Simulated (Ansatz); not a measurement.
FH$_{2}$SSi, SMILES `F[SiH2][S]` radical. The species carries charge 0 and has multiplicity 2.

(1) List the harmonic frequencies (cm⁻¹, unscaled) at PBE0-D4/def2-TZVP in Ansatz. (Estimate.)

(2) Is this a minimum?

(3) Give the ideal-gas thermochemistry at 298.15 K and 1 bar (rigid rotor, harmonic oscillator; point group Cs, symmetry number 1).

(4) And at 400, 500, 600, 800 and 1000 K?

(5) Rotational constants (cm⁻¹)?

## Answers

(1) Computed: 235, 414, 518, 690, 863, 891, 915, 2237, 2245.

(2) Yes, all 9 modes are real.

(3) Zero-point energy 53.9 kJ/mol; H(298) − E = 67.2 kJ/mol; entropy 289.2 J/(mol·K), of which translation 163.7, rotation 102.5, vibration 17.3, electronic 5.8; G(298) − E = -19.0 kJ/mol.

(4) 
```tsv
T (K)	H − E (kJ/mol)	S (J/mol/K)	G − E (kJ/mol)
400	74.0	308.7	-49.5
500	81.5	325.3	-81.2
600	89.5	339.9	-114.5
800	106.7	364.7	-185.0
1000	125.2	385.3	-260.1
```

(5) 0.7368, 0.13, 0.1152.
